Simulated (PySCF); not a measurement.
# Vibration and rotation of BC⁺

PBE0 constants of BC⁺, ³Π (triplet), unpaired electrons σ ↑, π ↑, a second solution, started from another occupation (basis B 6-31G(d,p), C 6-31G(d,p); no relativity; PySCF 2.14; masses 11.0093 and 12.0000 u):

```
ωe   : 739.8 cm⁻¹
ωexe : 20.6 cm⁻¹
Be   : 1.044 cm⁻¹
αe   : 0.0283 cm⁻¹
```

What force constant and bond length do these constants imply?

Reduced mass μred = 5.7417 u; k = 5.8918×10⁻⁷·μred·ωe² (u, cm⁻¹, mdyn/Å) = 1.85 mdyn/Å; Re = √(16.8576/(μred·Be)) (u, cm⁻¹, Å) = 1.677 Å.

Estimate the centrifugal constant D from the Kratzer relation and find the Dunham coefficient a1.

D = 4Be³/ωe² = 8.32e-06 cm⁻¹; a1 = −1 − αeωe/(6Be²) = -4.20.

For an ion De counts to the pair picked by the measured ionisation energies or electron affinities, which need not be the lowest pair at this level.
